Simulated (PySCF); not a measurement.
Beryllium: a sound run and one with changed settings

Sound run: Be [He] 2s2, Be⁺ [He] 2s1. Calculation: PySCF 2.14, in cc-pVDZ; the non-relativistic Hamiltonian (point nucleus). In the sound run the correlated levels freeze 1s2. The sound run starts from symmetry-adapted Hartree-Fock orbitals and uses a fine grid where one is needed.

A second run was set up differently.

```
species   method  sound run (hartree)  changed run (hartree)  converged
     Be      UHF            -14.57234              -14.57234        yes
     Be     BP86            -14.65734              -14.65734        yes
     Be     MN15            -14.65743              -14.65743        yes
     Be      MP2            -14.59795              -14.59351        yes
     Be  CCSD(T)            -14.61684              -14.61684        yes
    Be⁺      UHF            -14.27544              -14.27544        yes
    Be⁺     BP86            -14.32093              -14.32093        yes
    Be⁺     MN15            -14.32695              -14.30065         no
```

Ionisation energy of Be:

```
 method  sound run (eV)  changed run (eV)
    UHF           8.079             8.079
   BP86           9.154             9.154
    MP2           8.776             8.655
SCS-MP2           8.915             8.770
   CCSD           9.290             9.290
CCSD(T)           9.290             9.290
  CCSDT           9.290             9.290
    FCI           9.290             9.290
```

(1) What was changed?
A. a valence shell is frozen
B. radial grid too coarse
C. level shift left on
D. basis contracted for another Hamiltonian

Answers

(1) C. It used initial guess minao, at most 50 SCF cycles, level shift 0.1 hartree. A level shift leaves the converged SCF energy unchanged but raises the virtual orbital energies, which shrinks MP2 if it is not removed.
